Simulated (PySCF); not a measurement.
Species: fluoroacetonitrile, C₂H₂FN.
Numbering: `[N:1]#[C:2][CH2:3][F:4]` (hydrogens: H5, H6 on C3)

All values: wB97X-D/pcSseg-2 (PySCF, non-relativistic), on one gas-phase PBE0-D3(BJ)/def2-TZVP geometry that isn't relaxed in the solvent. The solvent is an IEF-PCM continuum (Bondi radii, 1.10 Å for H, scaled by 1.2). The model holds no explicit solvent molecules, cavitation or dispersion.

Gas phase at wB97X-D/pcSseg-2: HOMO -11.85 eV, LUMO 1.26 eV, dipole 3.31 D.

**Question.** What does the continuum do to the energy, the frontier levels and the dipole at wB97X-D/pcSseg-2 in chloroform?

**Answer.** 
| solvent | ε | E(solvent) − E(gas) (kcal/mol) | polarisation term (kcal/mol) | distortion of the solute (kcal/mol) | HOMO (eV) | LUMO (eV) | dipole (D) |
| --- | --- | --- | --- | --- | --- | --- | --- |
| chloroform | 4.711 | -4.86 | -5.65 | 0.79 | -11.77 | 1.39 | 3.97 |

Polarisation term: ½ Σ q·V over the induced surface charges. Distortion: the rise of the solute's own energy as its density leaves the gas-phase optimum.

**Question.** Which radius a makes the point-dipole formula ΔE = −[(ε − 1)/(2ε + 1)]·μ²/a³ give the value in chloroform, with the gas-phase dipole?

**Answer.** μ = 1.302 au and |ΔE| = 0.00775 Eh give a = 2.26 Å; the farthest nucleus lies 2.13 Å from the centroid of the nuclei. The formula assumes a rigid point dipole at the centre of a sphere.

wB97X-D is run here without its empirical dispersion term; that term would change no orbital, density or response property at a fixed geometry.
